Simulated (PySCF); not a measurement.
First SCF of a structure search on doublet CH3, at a hand-made trigonal planar geometry. PySCF input:

```python
from pyscf import gto, scf, dft
mol = gto.M(atom='''
C      0.000000     0.000000     0.000000
H      1.070000     0.000000     0.000000
H     -0.535000     0.926600     0.000000
H     -0.535000    -0.926600     0.000000''',
    basis={'C': 'def2-TZVP', 'H': 'def2-TZVP'},
    charge=0, spin=1)
mf = dft.UKS(mol, xc='PBE0')
mf.grids.atom_grid = (50, 194)
aux = {'C': 'def2-universal-JKFIT', 'H': 'def2-universal-JKFIT'}
mf = mf.density_fit(auxbasis=aux)
mf.conv_tol = 1e-08
mf.diis_space = 10
mf.max_cycle = 60
mf.init_guess = 'minao'
mf.verbose = 4
mf.kernel()
```

Excerpt of the output (cycles alone):

```
init E= -39.6219391170205
cycle= 1 E= -39.7908002706252  delta_E= -0.169  |g|= 0.119  |ddm|= 0.821
cycle= 2 E= -39.7939963864093  delta_E= -0.0032  |g|= 0.0948  |ddm|= 0.129
cycle= 3 E= -39.798728917638  delta_E= -0.00473  |g|= 0.0129  |ddm|= 0.0675
cycle= 4 E= -39.7988474576068  delta_E= -0.000119  |g|= 0.00198  |ddm|= 0.0111
cycle= 5 E= -39.7988534052476  delta_E= -5.95e-06  |g|= 0.000451  |ddm|= 0.00337
cycle= 6 E= -39.7988537242869  delta_E= -3.19e-07  |g|= 3.72e-05  |ddm|= 0.00087
cycle= 7 E= -39.798853726589  delta_E= -2.3e-09  |g|= 3.19e-06  |ddm|= 8.89e-05
Extra cycle  E= -39.7988537266003  delta_E= -1.13e-11  |g|= 1.34e-06  |ddm|= 5.71e-06
converged SCF energy = -39.7988537266003  <S^2> = 0.75453124  2S+1 = 2.0045261
```

No lower solution of this spin was found by a stability analysis within the unrestricted form.

The search for the lowest solution, with the stability check, took 1 s on 2 threads of a shared Arm Neoverse V2 host, with 49 basis functions; the process peaked at 0.27 GiB.
